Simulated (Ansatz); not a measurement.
For wurtzite GaN, r²SCANh in Ansatz (PAW) gives:

```
Property                   Value
------------------  ------------
lattice constant a       3.176 Å
c axis length            5.169 Å
cohesive energy     4.41 eV/atom
```

Task: What does Hartree–Fock in Ansatz (plane waves, PAW) give for the same quantities?

Result: 
- lattice constant a: 3.191 Å (goes up by 0.5 %)
- lattice parameter c: 5.173 Å (increases by 0.1 %)
- cohesive energy: 2.52 eV/atom (falls by 1.89 eV/atom)

For comparison: lattice constant a 3.189 Å (measured, room temperature, not corrected to a static lattice; as tabulated in Lucero et al. (2012), arXiv:1111.4515); lattice parameter c 5.185 Å (measured, room temperature, not corrected to a static lattice; as tabulated in Lucero et al. (2012), arXiv:1111.4515); cohesive energy 4.53 eV/atom (measured, temperature not stated, not corrected to a static lattice; as tabulated in Zoroddu et al. (2001), arXiv:cond-mat/0011434).

Changes are worked out from the printed values.

Unless a cell is named, each level is at its own relaxed cell (r²SCANh 11.28, Hartree–Fock 11.40 Å³/atom).

Ansatz's density-functional and Hartree–Fock values are scalar-relativistic unless marked +SOC, with PAW data made under PBE.

Ansatz is a program for electronic structure.
